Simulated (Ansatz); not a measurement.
H$_{3}$Ge–C, quartet in cc-pVTZ: errors against UCCSDT(Q)

Geometry: that of the H3Ge–C, doublet, kept fixed.

```yaml
atoms:
  - { symbol: Ge, position_ang: [0.0009, 0.0000, 0.2537] }
  - { symbol: C, position_ang: [-0.0202, 0.0000, -1.7240] }
  - { symbol: H, position_ang: [1.5050, 0.0000, 0.5922] }
  - { symbol: H, position_ang: [-0.6656, 1.2600, 0.8325] }
  - { symbol: H, position_ang: [-0.6655, -1.2601, 0.8325] }
```

Basis cc-pVTZ; Ansatz 0.2.0. Only valence electrons are correlated (noble-gas cores and the filled d shells of p-block atoms frozen), which leaves 11 electrons in 100 orbitals. Prefix R: restricted or restricted open-shell reference; prefix U: unrestricted. Active spaces: valence = (11e, 11o) chosen from the atoms' valence shells. No spin–orbit coupling is included, and no scalar relativity.

Full CI isn't at hand for all of this; UCCSDT(Q) serves as the reference, and is uncertain by about the last step of the cluster series. The frozen core follows each run's orbitals, which can shift R against U totals by a few meV for light atoms and by up to 0.1 eV past Ca.

```
UHF ⟨S²⟩                          : 3.757
T1 diagnostic (RCCSD)             : 0.0228
largest doubles amplitude (RCCSD) : 0.029
T1 diagnostic (UCCSD)             : 0.0207
```

| level | E − E(UCCSDT(Q)) (kJ/mol) | share of correlation (%) | wall time |
| --- | --- | --- | --- |
| UHF | 635.3 | 0.95 | – |
| UMP2 | 121.4 | 81.07 | – |
| UCCSD | 23.0 | 96.41 | – |
| UCCSD(T) | 4.0 | 99.38 | 14 s (H100) |
| UCCSDT | 0.7 | 99.89 | – |

The correlation energy at UCCSDT(Q), counted from RHF, is -6.648 eV. That run took 39 s on 2 threads of AMD EPYC 7R13 with a shared H100 80 GB, shared host.

Run but not shown, since their state or frozen core can't be matched to the reference's or they repeat it: RHF, RMP2, RCCSD, RCCSD(T), BCCD(T), RCCSDT, RCCSDT(Q), CASSCF (valence space), NEVPT2 (valence space).

Times hold each run's SCF and search for its determinant on a shared host, so for small cases they say little of a method's own cost.

Natural occupations of CASSCF (valence space) about the gap: 1.986 1.975 1.973 1.973 1.000 1.000 1.000 0.034 0.021 0.021; effectively unpaired electrons, Σ n²(2−n)², 3.02.
